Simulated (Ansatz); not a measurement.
Ethanol → `[CH2]` (triplet) + CH₃OH at 298.15 K and 1 bar (formal loss of a carbene).

Gas-phase electronic energies from Ansatz, PBE0-D4/def2-TZVP geometries. CCSD(T)/CBS is the MP2 limit (def2-TZVPP, def2-QZVPP) plus CCSD(T) − MP2 in def2-TZVPP, frozen cores. This one scheme is used for every species. Triplets are unrestricted, without spin–orbit coupling. One conformer a species, not always the lowest.

| species | CCSD(T)/CBS energy (Eh) | H − E (kJ/mol) | S (J/(mol·K)) |
| --- | --- | --- | --- |
| `CCO` | -154.88256 | 224.2 | 269.4 |
| `[CH2]` (triplet) | -39.09499 | 55.4 | 195.3 |
| CH₃OH | -115.61712 | 146.3 | 238.2 |

H − E and S are ideal-gas, rigid-rotor, harmonic terms from PBE0-D4/def2-TZVP, for one conformer and one mirror image of each species, with the whole ground term of open shells counted as degenerate. 1 Eh = 2625.50 kJ/mol, R = 8.31446 J/(mol·K).

Problem. By hand: ΔE, ΔH, ΔS and ΔG.

Solution. ΔE = (-39.09499) + (-115.61712) − (-154.88256) = 0.17045 Eh = 447.5 kJ/mol. Δ(H − E) = 55.4 + 146.3 − 224.2 = -22.5, so ΔH = 425.0 kJ/mol. ΔS = 195.3 + 238.2 − 269.4 = 164.1 J/(mol·K). ΔG = 425.0 − 298.15 × (164.1)/1000 = 376.1 kJ/mol.

Problem. By hand: the equilibrium constant, and the temperature at which ΔG would vanish if ΔH and ΔS stayed fixed.

Solution. log₁₀ K = −ΔG/(RT ln 10) = -65.9. ΔG = 0 at ΔH/ΔS = 2590 K, far beyond where these terms or the molecules hold.

The number of gas molecules changes by +1, which sets the sign of ΔS. A doubt of 5 kJ/mol in ΔE shifts log₁₀ K by 0.9 here. Other conformers and mirror images would add mixing entropy, several J/(mol·K) or more a flexible species. A triplet takes part, so the spin changes. These are equilibria of isolated gas molecules and say nothing of rates. Largest T1 diagnostic: 0.011 (customary marks: 0.02 for closed shells, 0.045 for open ones).
